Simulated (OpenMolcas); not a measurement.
# CH2F2N (SMILES N[C](F)F): levels of theory compared

Wanted: a comparison of 6 runs (UHF/3-21G, USVWN5/3-21G, UB3LYP/6-31G*, UPBE/pcseg-1, UPBE0/def2-SVP, UTPSSh/6-311G**) of CH2F2N. 

Program for the calculation: OpenMolcas 26.06.

5 further runs of the same task are left out: 5 set aside as unsound or not needed.

### 1 Starting point

CH2F2N: 6 atoms, total charge 0, spin state doublet. SMILES: `N[C](F)F`. The shape is that of a GFN2-xTB optimisation. This is one conformer, not always the lowest.

Bond lengths: N1–C2 1.374 Å, C2–F3 1.353 Å, C2–F4 1.350 Å, N1–H5 1.011 Å, N1–H6 1.009 Å. Angles: N1–C2–F3 116.0°, N1–C2–F4 115.5°, F3–C2–F4 109.4°, C2–N1–H5 116.4°, C2–N1–H6 115.8°, H5–N1–H6 115.4°.

### 2 Energy and gradient at UHF/3-21G (run 1)

File calc.input:

```
&GATEWAY
  BasLib = $CurrDir
  Coord
  6
  angstrom
  N       -0.055670       0.765210       0.162270
  C       -0.430060      -0.545930      -0.007710
  F        0.159200      -1.443730       0.816100
  F       -0.384220      -1.004480      -1.276970
  H        0.207890       1.269690      -0.673600
  H        0.502860       0.959250       0.979920
  Basis = 3-21G
  Group = NoSym

&SEWARD

&SCF
  UHF
  Spin = 2
  Thresholds = 1e-10 1e-07 1e-07 1e-05
  PrOrbitals = 1 1

&ALASKA
```

The basis set 3-21G is read from a file made from the Basis Set Exchange's data (not shown).

Run with:

```bash
$ export MOLCAS_MEM=1860
$ pymolcas calc.input > calc.log
```

Output:

```text
--- Start Module: gateway ---
[...]
--- Stop Module: gateway /rc=_RC_ALL_IS_WELL_ ---
[...]
      Basis functions           40
[...]
--- Start Module: scf ---
[...]
       Convergence after  15 Iterations
[...]
::    Total SCF energy                               -290.7186633298
[...]
      Total spin, S                                     0.5029479605
[...]
      Total electronic charge=   33.000000
      Total            charge=   -0.000000
[...]
      Dipole Moment (debye):
      Origin of the operator (angstrom)=   -0.1439   -0.6075   -0.0949
                   X=  1.3376E+00               Y=  2.4113E+00               Z=  2.3963E-01           Total=  2.7678E+00
      Quadrupole Moment (debye*angstrom):
[...]
--- Stop Module: scf /rc=_RC_ALL_IS_WELL_ ---
--- Start Module: alaska ---
[...]
 *              Molecular gradients               *
 **************************************************
  Irreducible representation: a
 ------------------------------------------------------------------------------------------
                              X                       Y                       Z
 ------------------------------------------------------------------------------------------
  N1               -2.43235172692202E-02   -5.58802716315121E-03    5.12718586612149E-03
  C2                2.21022804127893E-02    1.06328158741977E-02   -3.73328183781174E-03
  F3               -6.74539679737851E-03   -1.59554450917732E-03   -4.06223622193380E-03
  F4               -3.79194172278763E-03   -4.08336579579505E-03    6.05067292775807E-03
  H5                5.20115822387690E-03    2.20436933049006E-03   -8.38833081501678E-03
  H6                7.55741715271085E-03   -1.57024773656977E-03    5.00599008083835E-03
 ------------------------------------------------------------------------------------------
--- Stop Module: alaska /rc=_RC_ALL_IS_WELL_ ---
[...]
```

Run time: 2 s. Hardware: 1 thread of Arm Neoverse V2, shared host; peak memory 0.37 GiB.

### 3 Energy and forces at USVWN5/3-21G (run 2)

File job.inp:

```
&gateway
  baslib=$CurrDir
  coord
  6
  angstrom
  N       -0.055670       0.765210       0.162270
  C       -0.430060      -0.545930      -0.007710
  F        0.159200      -1.443730       0.816100
  F       -0.384220      -1.004480      -1.276970
  H        0.207890       1.269690      -0.673600
  H        0.502860       0.959250       0.979920
  basis=3-21G
  group=NoSym

&seward
  gridinput
  Grid=UltraFine
  End of Grid

&scf
  uhf
  spin=2
  ksdft=SVWN5
  thresholds=1e-10 1e-07 1e-07 1e-05
  prorbitals=1 2

&alaska
```

The basis set 3-21G is read from a file made from the Basis Set Exchange's data (not shown).

Run with:

```bash
$ export MOLCAS_MEM=1860
$ pymolcas job.inp > job.log
```

Output:

```text
--- Start Module: gateway ---
[...]
--- Stop Module: gateway /rc=_RC_ALL_IS_WELL_ ---
[...]
      Basis functions           40
[...]
--- Start Module: scf ---
[...]
       Convergence after  15 Iterations
[...]
::    Total KS-DFT energy                            -290.0200052823
[...]
      Total spin, S                                     0.5003822672
[...]
      Total electronic charge=   33.000000
      Total            charge=   -0.000000
[...]
      Dipole Moment (debye):
      Origin of the operator (angstrom)=   -0.1439   -0.6075   -0.0949
                   X=  1.8393E+00               Y=  2.2134E+00               Z=  7.0046E-02           Total=  2.8787E+00
      Quadrupole Moment (debye*angstrom):
[...]
--- Stop Module: scf /rc=_RC_ALL_IS_WELL_ ---
[...]
--- Start Module: alaska ---
[...]
 *              Molecular gradients               *
 **************************************************
  Irreducible representation: a
 ------------------------------------------------------------------------------------------
                              X                       Y                       Z
 ------------------------------------------------------------------------------------------
  N1               -3.52959323159019E-03    1.03191608229132E-02    4.36318675974245E-03
  C2                2.29879915404290E-02    2.34045782525660E-03   -5.60751869542875E-03
  F3               -1.07731191457310E-02    5.38897523424353E-03   -1.38258090505960E-02
  F4               -1.94043579133019E-03   -2.52486620040138E-03    1.73790454557334E-02
  H5               -1.19198897455064E-03   -1.00725330755678E-02    1.29899635944626E-02
  H6               -5.55285439722786E-03   -5.45119460647370E-03   -1.52988680638750E-02
 ------------------------------------------------------------------------------------------
--- Stop Module: alaska /rc=_RC_ALL_IS_WELL_ ---
[...]
```

Run time: 8.7 s. Hardware: 1 thread of Arm Neoverse V2, shared host; peak memory 0.37 GiB.

Runs 3 to 5 aren't shown in full; the table further down has their settings and results.

### 4 Energy and gradient at UTPSSh/6-311G(d,p) (run 6)

File coord.xyz:

```xyz
6

N     -0.055670     0.765210     0.162270
C     -0.430060    -0.545930    -0.007710
F      0.159200    -1.443730     0.816100
F     -0.384220    -1.004480    -1.276970
H      0.207890     1.269690    -0.673600
H      0.502860     0.959250     0.979920
```

File job.inp:

```
* CH2F2N Kohn-Sham DFT
&gateway
baslib=$CurrDir
coord=coord.xyz
basis=6-311Gss
group=NoSym
&seward
gridinput
Grid=UltraFine
End of Grid
&scf
uhf
spin=2
ksdft=HYB_MGGA_XC_TPSSH
thresholds=1e-10 1e-07 1e-07 1e-05
prorbitals=0
&alaska
```

The basis set 6-311G** is read from a file made from the Basis Set Exchange's data (not shown).

Run with:

```bash
$ export MOLCAS_MEM=1860
$ pymolcas job.inp > job.log
```

Output:

```text
--- Start Module: gateway ---
[...]
--- Stop Module: gateway /rc=_RC_ALL_IS_WELL_ ---
[...]
      Basis functions           84
[...]
--- Start Module: scf ---
[...]
       Convergence after  16 Iterations
[...]
::    Total KS-DFT energy                            -293.7602569052
[...]
      Total spin, S                                     0.5012240158
[...]
      Total electronic charge=   33.000000
      Total            charge=   -0.000000
[...]
      Dipole Moment (debye):
      Origin of the operator (angstrom)=   -0.1439   -0.6075   -0.0949
                   X=  1.3642E+00               Y=  2.2978E+00               Z=  1.8529E-01           Total=  2.6787E+00
      Quadrupole Moment (debye*angstrom):
[...]
--- Stop Module: scf /rc=_RC_ALL_IS_WELL_ ---
[...]
--- Start Module: alaska ---
[...]
 *              Molecular gradients               *
 **************************************************
  Irreducible representation: a
 ------------------------------------------------------------------------------------------
                              X                       Y                       Z
 ------------------------------------------------------------------------------------------
  N1                2.23704288683320E-02   -1.47192344268632E-03   -2.06750034501413E-03
  C2                3.97749472988469E-02    8.19030397974796E-03   -8.93947210666379E-03
  F3               -1.97470742062809E-02    1.86665158945036E-02   -2.25974494758994E-02
  F4               -4.61552311200530E-03    5.86704658285431E-03    3.37957285796300E-02
  H5               -1.23931670586150E-02   -2.20459264362303E-02    3.65889537286188E-02
  H6               -2.53896117903096E-02   -9.20601657828057E-03   -3.67802603806662E-02
 ------------------------------------------------------------------------------------------
--- Stop Module: alaska /rc=_RC_ALL_IS_WELL_ ---
[...]
```

Run time: 55 s. Hardware: 1 thread of Arm Neoverse V2, shared host; peak memory 0.46 GiB.

### 5 The series

| run | level | integration grid | energy (Eh) | dipole moment (D) | HOMO energy (eV) | LUMO energy (eV) | wall time |
| --- | --- | --- | --- | --- | --- | --- | --- |
| 1 | UHF/3-21G | – | -290.718663 | 2.77 | -9.76 | 4.74 | 2 s |
| 2 | USVWN5/3-21G | UltraFine | -290.020005 | 2.88 | -2.83 | -1.36 | 8.7 s |
| 3 | UB3LYP/6-31G* (spherical functions) | UltraFine | -293.663676 | 2.55 | -4.86 | -0.58 | 25 s |
| 4 | UPBE/pcseg-1 | UltraFine | -293.332161 | 2.66 | -3.95 | -1.92 | 26 s |
| 5 | UPBE0/def2-SVP | UltraFine | -293.164578 | 2.73 | -5.43 | -0.42 | 26 s |
| 6 | UTPSSh/6-311G** | UltraFine | -293.760257 | 2.68 | -4.75 | -1.12 | 55 s |

### 6 Results

```
                                 quantity          value
                      run 6: total energy  -293.76026 Eh
                     run 6: dipole moment         2.68 D
run 6: HOMO energy (highest over α and β)       -4.75 eV
 run 6: LUMO energy (lowest over α and β)       -1.12 eV
                              run 6: ⟨S²⟩          0.752
```

In words: The dipole moment (its size) runs from 2.55 D (UB3LYP/6-31G*) to 2.88 D (USVWN5/3-21G). The two ends differ in method and basis. Totals of different functionals can't be ranked against each other. All runs together took 2.4 min, the longest 55 s.
